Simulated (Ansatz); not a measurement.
# AlBClH2 radical (SMILES [BH2][Al][Cl]): functionals against CCSD(T) at one geometry

One table from this session's results is given with a row withheld; the runs are named, their logs left out.

Computed with Ansatz 0.2.0, Gaussian basis. Level: single points in def2-TZVPP.

Correlated methods freeze the cores. Orbitals are unrestricted.

## The system as given

SMILES `[BH2][Al][Cl]`, 5 atoms, charge 0, spin multiplicity 2.

Atoms are counted from 1 here; the program's logs count them from 0.

Bond lengths: B1–Al2 1.957 Å, B1–H4 1.209 Å, B1–H5 1.158 Å, Al2–Cl3 2.023 Å. Angles: Al2–B1–H4 116.3°, Al2–B1–H5 118.5°, H4–B1–H5 124.8°, B1–Al2–Cl3 176.7°.

Geometry (Å):

```xyz
5
AlBClH2
B    -0.5845    0.6422   -0.4416
Al    0.5989   -0.6283    0.4605
Cl    1.8841   -1.9485    1.2951
H    -1.6674    0.2220   -0.7763
H    -0.2532    1.7488   -0.5160
```

The first run:

run/in.yaml

```yaml
crystal:
  periodic: [false, false, false]
  atoms:
    - {symbol: B, position_ang: [-0.584500, 0.642200, -0.441600]}
    - {symbol: Al, position_ang: [0.598900, -0.628300, 0.460500]}
    - {symbol: Cl, position_ang: [1.884100, -1.948500, 1.295100]}
    - {symbol: H, position_ang: [-1.667400, 0.222000, -0.776300]}
    - {symbol: H, position_ang: [-0.253200, 1.748800, -0.516000]}
basis:
  gaussian: {orbitals: def2-TZVPP}
magnetization: {spin_polarized: true, initial_magnetization: 1}
correlation: {method: ccsd_t}
scf: {omitted_lower_state_checks: [cluster_reference]}
output: {forces: true}
```

The command line of these runs was not kept.

Steps of the session up to this table: CCSD(T)/def2-TZVPP; PBE0-D4/def2-TZVPP; wB97M-V/def2-TZVPP; r2SCAN-D4/def2-TZVPP; PBE-D4/def2-TZVPP; BHLYP-D4/def2-TZVPP; r2SCAN0-D4/def2-TZVPP.

One of the session's tables, all rows but one given; the rest of the session is left out.

| method | RMS force component (eV/Å) | angle to CCSD(T) forces (°) | dipole (D) |
| --- | --- | --- | --- |
| CCSD(T) | 0.546 | reference | 2.04 |
| PBE0-D4 | 0.522 | 6.3 | 1.89 |
| wB97M-V | ? | ? | ? |
| r2SCAN-D4 | 0.527 | 5.1 | 1.94 |
| PBE-D4 | 0.588 | 8.7 | 1.83 |
| BHLYP-D4 | 0.494 | 11.5 | 1.90 |
| r2SCAN0-D4 | 0.494 | 7.2 | 1.98 |

Estimate the missing values for wB97M-V.

As computed: RMS force component (eV/Å): 0.527; angle to CCSD(T) forces (°): 8.0; dipole (D): 2.06.
